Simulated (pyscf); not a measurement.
Structures and frequencies: ωB97X-D3(BJ)/def2-SVP in PySCF.

SMILES: [GaH2][CH2]CC
```xyz
13

C     -1.7626    -0.0047     0.2588
C     -0.8383    -0.0775     1.4738
C      0.6419    -0.1484     1.0793
Ga     1.1262    -1.7638     0.0565
H     -1.5327     0.8781    -0.3612
H     -1.6511    -0.8993    -0.3806
H     -2.8231     0.0566     0.5505
H     -1.1049    -0.9622     2.0787
H     -1.0221     0.7993     2.1206
H      0.9358     0.7492     0.5063
H      1.2868    -0.1421     1.9789
H      2.4159    -1.8050    -0.8438
H      0.2360    -3.0582     0.1764
```
Charge 0, spin multiplicity 1.

### Question
What is the homolytic dissociation enthalpy (298 K, ωB97M-D3(BJ)/def2-TZVP) of the C–C bond of H₃C–CH₂–CH₂–GaH₂, to •H₂C–CH₃ + •H₂C–GaH₂?

### Answer
C–C to •H₂C–CH₃ + •H₂C–GaH₂: 3.55 eV. The 7 functionals that were run give +3.17 (r²SCAN) to +3.59 eV (ωB97X-D3(BJ)). The radicals are drawn with the spin at the cut bond; how far it spreads was not checked. H₃C–CH₂–CH₂–GaH₂ lies 0.76 eV over its isomer H₃C–Ga(CH₃)–CH₃, and others may lie lower still (electronic energy, ωB97M-D3(BJ)). •H₂C–GaH₂ lies 0.92 eV over its isomer [H₃C–GaH]•, and others may lie lower still (electronic energy, ωB97M-D3(BJ)). Other isomers of •H₂C–CH₃ were not searched in full and may lie lower. Elements up to Kr have no core potential and no relativistic terms here.
